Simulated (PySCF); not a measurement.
**One shape, several levels: H3O+ (oxonium)**

Wanted: a comparison of 6 runs (HF/3-21G, BHLYP/aug-cc-pVTZ, CAM-B3LYP/aug-cc-pVTZ, M06-L/aug-cc-pVTZ, PBE0/aug-cc-pVTZ, SVWN5/aug-cc-pVTZ) of H3O+ (oxonium). The job is set up through a Python script.

The calculation is run with PySCF 2.14.0.

3 further runs of the same task are left out: 3 set aside as unsound or not needed.

## Step 1: Starting point

The species is H3O+ (4 atoms), meant as a singlet with charge +1. SMILES: `[OH3+]`. Geometry: relaxed at PBE0-D4/def2-TZVP.

Bond lengths: O1–H2 0.978 Å, O1–H3 0.978 Å, O1–H4 0.978 Å. Angles: H2–O1–H3 113.0°, H2–O1–H4 113.0°, H3–O1–H4 113.0°.

## Step 2: A single-point energy at HF/3-21G (run 1)

File input.py:

```python
# [OH3+]
from pyscf import gto

system = gto.M(
    atom='''
O      0.181970    -0.056700    -0.052760
H      0.219060     0.918440     0.015140
H     -0.408890    -0.368290    -0.767380
H      0.007860    -0.493450     0.805020
''',
    max_memory=1860,
    verbose=4,
    charge=1,
    spin=0,
    basis='3-21g',
)

mf = system.RHF()
mf.conv_tol = 1e-10
mf.kernel()
if not mf.converged:
    mf = mf.newton().run(mf.mo_coeff, mf.mo_occ)

etot = mf.e_tot
print('Final energy', etot)
```

The run is started by

```sh
$ OMP_NUM_THREADS=1 python input.py
```

Output:

```text
PySCF version 2.14.0

[INPUT] num. atoms = 4
[INPUT] num. electrons = 10
[INPUT] charge = 1
[INPUT] spin (= nelec alpha-beta = 2S) = 0
[INPUT] symmetry False subgroup None
[INPUT] Mole.unit = angstrom
[INPUT] Symbol           X                Y                Z      unit          X                Y                Z       unit  Magmom
[INPUT]  1 O      0.181970000000  -0.056700000000  -0.052760000000 AA    0.343873462887  -0.107147471263  -0.099701950332 Bohr   0.0
[INPUT]  2 H      0.219060000000   0.918440000000   0.015140000000 AA    0.413963404847   1.735600061846   0.028610453526 Bohr   0.0
[INPUT]  3 H     -0.408890000000  -0.368290000000  -0.767380000000 AA   -0.772690115073  -0.695967234416  -1.450138033469 Bohr   0.0
[INPUT]  4 H      0.007860000000  -0.493450000000   0.805020000000 AA    0.014853247339  -0.932485356167   1.521267324797 Bohr   0.0

nuclear repulsion = 13.9563073672582
number of shells = 11
number of NR pGTOs = 24
number of NR cGTOs = 15
basis = 3-21g
ecp = {}

******** <class 'pyscf.scf.hf.RHF'> ********
method = RHF
initial guess = minao
damping factor = 0
level_shift factor = 0
DIIS = <class 'pyscf.scf.diis.CDIIS'>
diis_start_cycle = 1
diis_space = 8
diis_damp = 0
SCF conv_tol = 1e-10
SCF conv_tol_grad = None
SCF max_cycles = 50
direct_scf = True
direct_scf_tol = 1e-13
Set gradient conv threshold to 1e-05
Initial guess from minao.
init E= -76.1508582659203
  HOMO = -0.526610070701703  LUMO = 0.0949789587114851  gap/eV = 16.91430
cycle= 1 E= -75.8651440891225  delta_E= 0.286  |g|= 0.261  |ddm|=  1.3
  HOMO = -0.967225573184957  LUMO = -0.101175241979869  gap/eV = 23.56643
cycle= 2 E= -75.88440754421  delta_E= -0.0193  |g|= 0.0647  |ddm|= 0.291
  HOMO = -0.933699342600217  LUMO = -0.0846009603243854  gap/eV = 23.10514
cycle= 3 E= -75.8852189602302  delta_E= -0.000811  |g|= 0.0288  |ddm|= 0.0551
  HOMO = -0.944501637933608  LUMO = -0.0865488180293079  gap/eV = 23.34609
cycle= 4 E= -75.8853520488858  delta_E= -0.000133  |g|= 0.00284  |ddm|= 0.0147
  HOMO = -0.945128487573772  LUMO = -0.0866919836950735  gap/eV = 23.35925
cycle= 5 E= -75.8853570822323  delta_E= -5.03e-06  |g|= 0.000682  |ddm|= 0.00504
  HOMO = -0.945259192401769  LUMO = -0.0867084334374897  gap/eV = 23.36236
cycle= 6 E= -75.8853574266963  delta_E= -3.44e-07  |g|= 5e-05  |ddm|= 0.00171
  HOMO = -0.945258648059339  LUMO = -0.086708466823922  gap/eV = 23.36234
cycle= 7 E= -75.885357428003  delta_E= -1.31e-09  |g|= 8.28e-06  |ddm|= 0.000102
  HOMO = -0.945254667222037  LUMO = -0.0867068844855035  gap/eV = 23.36228
cycle= 8 E= -75.8853574280213  delta_E= -1.83e-11  |g|= 6.16e-07  |ddm|= 8.95e-06
  HOMO = -0.945254882669057  LUMO = -0.0867070070142471  gap/eV = 23.36228
Extra cycle  E= -75.8853574280213  delta_E= -5.68e-14  |g|= 3.02e-07  |ddm|= 7.14e-07
converged SCF energy = -75.8853574280213
Final energy -75.88535742802134
```

Run time: 0.54 s. Hardware: 1 thread of Arm Neoverse V2, shared host; peak memory 0.12 GiB.

## Step 3: A single-point energy at BHLYP/aug-cc-pVTZ (run 2)

File job.py:

```python
# [OH3+]
from pyscf import gto, dft

system = gto.M(
    atom='O 0.181970 -0.056700 -0.052760; H 0.219060 0.918440 0.015140; H -0.408890 -0.368290 -0.767380; H 0.007860 -0.493450 0.805020',
    verbose=4,
    basis='aug-cc-pvtz',
    charge=1,
    max_memory=1860,
)

myscf = dft.RKS(system)
myscf.xc = 'bhandhlyp'
myscf.grids.level = 5
myscf.conv_tol = 1e-10
myscf.kernel()
if not myscf.converged:
    myscf = myscf.newton().run(myscf.mo_coeff, myscf.mo_occ)

etot = myscf.e_tot
print(f'total energy: {etot:.8f} hartree')
```

The run is started by

```sh
$ OMP_NUM_THREADS=1 python job.py
```

Output:

```text
PySCF version 2.14.0

[... 68 lines left out ...]
converged SCF energy = -76.6968735748089
total energy: -76.69687357 hartree
```

Run time: 7.2 s. Hardware: 1 thread of Arm Neoverse V2, shared host; peak memory 0.58 GiB.

Runs 3 to 5 aren't shown in full; the table further down has their settings and results.

## Step 4: A single-point energy at SVWN5/aug-cc-pVTZ (run 6)

File mol.xyz:

```xyz
4

O      0.181970    -0.056700    -0.052760
H      0.219060     0.918440     0.015140
H     -0.408890    -0.368290    -0.767380
H      0.007860    -0.493450     0.805020
```

File input.py:

```python
# [OH3+]
from pyscf import gto, dft

mol = gto.M(
    atom='mol.xyz',
    charge=1,
    verbose=4,
    basis='aug-cc-pvtz',
    max_memory=1860,
)

myscf = dft.RKS(mol)
myscf.xc = 'svwn'
myscf.conv_tol = 1e-10
myscf.grids.level = 5
myscf.kernel()
if not myscf.converged:
    myscf = myscf.newton().run(myscf.mo_coeff, myscf.mo_occ)

e_final = myscf.e_tot
print('E = %.10f Eh' % e_final)
```

The run is started by

```sh
$ OMP_NUM_THREADS=1 python input.py
```

Output:

```text
PySCF version 2.14.0

[... 70 lines left out ...]
converged SCF energy = -76.1730830368117
E = -76.1730830368 Eh
```

It took 5.1 s on 1 thread of Arm Neoverse V2, shared host; peak memory 0.4 GiB.

## Step 5: Overview of the runs

| run | level | integration grid | energy (Eh) | HOMO energy (eV) | LUMO energy (eV) | HOMO–LUMO gap (eV) | wall time |
| --- | --- | --- | --- | --- | --- | --- | --- |
| 1 | HF/3-21G | – | -75.885357 | -25.72 | -2.36 | 23.36 | 0.54 s |
| 2 | BHLYP/aug-cc-pVTZ | 5 | -76.696874 | -22.66 | -6.61 | 16.05 | 7.2 s |
| 3 | CAM-B3LYP/aug-cc-pVTZ | 5 | -76.708993 | -22.27 | -6.50 | 15.77 | 11 s |
| 4 | M06-L/aug-cc-pVTZ | 5 | -76.721276 | -18.98 | -7.51 | 11.47 | 16 s |
| 5 | PBE0/aug-cc-pVTZ | 5 | -76.655337 | -20.68 | -7.20 | 13.49 | 6.6 s |
| 6 | SVWN5/aug-cc-pVTZ | 5 | -76.173083 | -18.72 | -8.13 | 10.59 | 5.1 s |

## Step 6: Results

| quantity | value |
| --- | --- |
| run 6: total energy | -76.17308 Eh |
| run 6: HOMO energy | -18.72 eV |
| run 6: LUMO energy | -8.13 eV |
| run 6: HOMO–LUMO gap | 10.59 eV |

In words: The HOMO–LUMO gap runs from 10.59 eV (SVWN5/aug-cc-pVTZ) to 23.36 eV (HF/3-21G). The two ends differ in method and basis. Totals of different functionals can't be ranked against each other. All runs together took 46 s, the longest 16 s.
